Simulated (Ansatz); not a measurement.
# BF (SMILES [B]F) at 6 levels

We compute a comparison of 6 runs (PBE/STO-3G, PBE0/STO-3G, UB3LYP/STO-3G, wB97X/STO-3G, BCCD(T)/STO-3G, CCSD(T)/STO-3G) of BF. 

The results are computed with Ansatz 0.2.0.

35 further runs of the same task are left out: 1 that didn't finish, 34 set aside as unsound or not needed.

### 1 The system as given

The species is BF (2 atoms), meant as a singlet with charge 0. SMILES: `[B]F`. The F2–B1 distance was set to 3.158 Å, away from the relaxed value.

### 2 A single-point energy at PBE/STO-3G (run 1)

molecule.yaml

```yaml
crystal:
  periodic: [false, false, false]
  atoms:
    - {symbol: B, position_ang: [0.000000, -0.000000, -1.903960]}
    - {symbol: F, position_ang: [-0.000000, 0.000000, 1.253740]}
basis:
  gaussian:
    orbitals: STO-3G
hamiltonian:
  xc: pbe
accuracy: high
```

Run with:

```sh
$ ansatz run molecule.yaml --threads 1 --pin off --max-ram 3480MiB --events-out events.jsonl --progress --plain --runs-dir runs
```

Standard output:

```text
Warning: RAYON_NUM_THREADS=1 ignored (pool sized by the plan → 1); use --threads N
Functional definition: PBE
  name "PBE"
  parameter kappa = 0.804
  parameter beta = 0.06672455060314922
  exchange = pbe_x(kappa = kappa, mu = beta*pi^2/3)
  correlation = pbe_c(beta = beta)
142 factors; integrals over basis functions are off by at most 8.5e-9 eV
mean field evaluation 1: about -3320.0674 eV, gradient 9.1e0 eV
mean field evaluation 2: about -2945.5797 eV, gradient 1.6e1 eV
mean field evaluation 4: about -3319.1567 eV, gradient 8.4e0 eV
mean field evaluation 8: about -3330.3386 eV, gradient 3.7e0 eV
mean field evaluation 16: about -3292.9380 eV, gradient 1.1e2 eV
mean field evaluation 32: about -3292.9380 eV, gradient 1.1e2 eV
mean field evaluation 64: about -3330.2768 eV, gradient 2.1e0 eV
mean field evaluation 96: about -3330.2066 eV, gradient 1.7e0 eV
mean field -3330.38604470 eV, -122.3894297261 hartree, gradient 8.7e-8 eV, S^2 0.000000; 5 other end points of the search recorded, 0 dependent functions left out
reference -3330.38604605 eV, -122.3894297755 hartree; 7, 7 occupied and 3, 3 virtual orbitals, 142 factors
Total energy: -3330.38604605 eV, -122.3894297755 hartree
```

Wall time 0.42 s (1 thread of Intel Xeon 6975P-C (Granite Rapids), shared host).

### 3 A single-point energy at PBE0/STO-3G (run 2)

molecule.yaml, as its differences from that of step 2:

```diff
@@ -8,4 +8,4 @@
     orbitals: STO-3G
+accuracy: high
 hamiltonian:
-  xc: pbe
-accuracy: high
+  xc: pbe0
```

Run with:

```sh
$ ansatz run molecule.yaml --threads 1 --pin off --max-ram 3480MiB --events-out events.jsonl --progress --plain --runs-dir runs
```

Standard output:

```text
Warning: RAYON_NUM_THREADS=1 ignored (pool sized by the plan → 1); use --threads N
Functional definition: PBE0
  name "PBE0"
  parameter a = 0.25
[... 2 set-up lines as earlier in the session ...]
  exchange = (1 - a)*pbe_x(kappa = kappa, mu = beta*pi^2/3) + a*exact_x
[... 1 set-up line as earlier in the session ...]
142 factors; integrals over basis functions are off by at most 8.5e-9 eV
mean field evaluation 1: about -3321.2474 eV, gradient 6.3e0 eV
mean field evaluation 2: about -2946.9169 eV, gradient 1.9e1 eV
mean field evaluation 4: about -3320.9910 eV, gradient 6.0e0 eV
mean field evaluation 8: about -3329.7816 eV, gradient 1.4e-1 eV
mean field evaluation 16: about -3322.8815 eV, gradient 4.0e1 eV
mean field -3329.78194837 eV, -122.3672295954 hartree, gradient 2.5e-8 eV, S^2 0.000000; 2 other end points of the search recorded, 0 dependent functions left out
reference -3329.78194927 eV, -122.3672296283 hartree; 7, 7 occupied and 3, 3 virtual orbitals, 142 factors
Total energy: -3329.78194927 eV, -122.3672296283 hartree
```

Wall time 0.24 s (1 thread of Intel Xeon 6975P-C (Granite Rapids), shared host).

Runs 3 to 5 aren't shown in full; the table further down has their settings and results.

### 4 A single-point energy at CCSD(T)/STO-3G (run 6)

input.yaml

```yaml
crystal:
  periodic: [false, false, false]
  atoms:
    - symbol: B
      position_ang: [0.000000, -0.000000, -1.903960]
    - symbol: F
      position_ang: [-0.000000, 0.000000, 1.253740]
basis:
  gaussian: {orbitals: STO-3G}
correlation: {method: ccsd_t, frozen_orbitals: {B: 1, F: 1}}
accuracy: high
scf: {omitted_lower_state_checks: [cluster_reference, increment]}
```

Run with:

```sh
$ ansatz run input.yaml --threads 1 --pin off --max-ram 3480MiB --events-out events.jsonl --progress --plain --runs-dir runs
```

Standard output:

```text
Warning: RAYON_NUM_THREADS=1 ignored (pool sized by the plan → 1); use --threads N
[... 13 lines left out ...]
2 core orbitals not correlated: weight in the atoms' cores, before any rotation towards them, 1.000 or more for the frozen orbitals, at most 0.000 for the correlated occupied ones
[... 33 lines left out ...]
WARN: these amplitudes may be one of several solutions (largest doubles amplitude 0.98, level shift 16.59 eV)
Total energy: -3324.60744025 eV, -122.1770699294 hartree
Checks for a lower state left out: cluster_reference, increment
```

Run time: 0.1 s. Hardware: 1 thread of Intel Xeon 6975P-C (Granite Rapids), shared host.

### 5 The series

```tsv
run	level	frozen core orbitals	energy (Eh)	wall time
1	PBE/STO-3G	–	-122.389430	0.42 s
2	PBE0/STO-3G	–	-122.367230	0.24 s
3	UB3LYP/STO-3G	–	-122.555719	1.3 s
4	wB97X/STO-3G	–	-122.444998	0.95 s
5	BCCD(T)/STO-3G	2	-122.177544	0.14 s
6	CCSD(T)/STO-3G	2	-122.177070	0.1 s
```

### 6 Outcome

| quantity | value |
| --- | --- |
| run 6: total energy | -122.17707 Eh |
| run 6: correlation energy (2 core orbitals frozen) | -283.3 mEh |
| run 6: (T) correction | 0.12 mEh |
| run 6: T1 diagnostic | 0.096 |

In words: Totals of different functionals can't be ranked against each other. In run 6 the T1 diagnostic is large, so a single reference may not serve. In runs 5, 6 the log says that unrestricted orbitals would lower the reference, so the values rest on an unstable closed-shell determinant (other closed-shell runs at this shape may share the fault). In runs 1, 2, 3, 4, 5, 6 the basis is minimal, so the values are rough. Spin contamination of the reference: run 3 ⟨S²⟩ = 0.93. Where it is this large, the reference is a mixture of spin states, and values that rest on it are in doubt. All runs together took 3.1 s, the longest 1.3 s.
